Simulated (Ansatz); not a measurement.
Relaxation of H4O2Si (7 atoms, charge 0, multiplicity 1), to a largest force component of 0.015 eV/Å in at most 40 steps.

The calculation used Ansatz 0.2.0, RKS B3LYP-D4/def2-SVP.

```xyz
7
Properties=species:S:1:pos:R:3
O -1.354 -0.212 0.262
Si 0.111 0.438 0.019
O 1.085 -0.827 -0.323
H -1.745 -0.520 -0.550
H 0.090 1.358 -1.149
H 0.577 1.122 1.253
H 1.297 -1.426 0.441
```

**Question.** Where does it end, and by what steps?

**Answer.** The run converged. After 5 steps the energy has fallen by 0.183 eV; H4 moved furthest, 0.15 Å.

```tsv
step	energy less start (eV)	largest force component (eV/Å)	accepted
0	0.0000	1.496	yes
1	-0.1382	0.656	yes
2	-0.1800	0.184	yes
3	-0.1800	0.154	yes
4	-0.1827	0.024	yes
5	-0.1828	0.009	yes
```

```xyz
7
Properties=species:S:1:pos:R:3
O -1.430 -0.134 0.271
Si 0.121 0.415 0.015
O 1.198 -0.808 -0.330
H -1.883 -0.524 -0.487
H 0.197 1.307 -1.171
H 0.472 1.112 1.279
H 1.386 -1.436 0.377
```

Whether the end is a true minimum wasn't checked by a vibrational analysis.

The run took 12 s on 1 thread of Arm Neoverse V1, with other jobs on the host, peak memory 0.12 GiB.
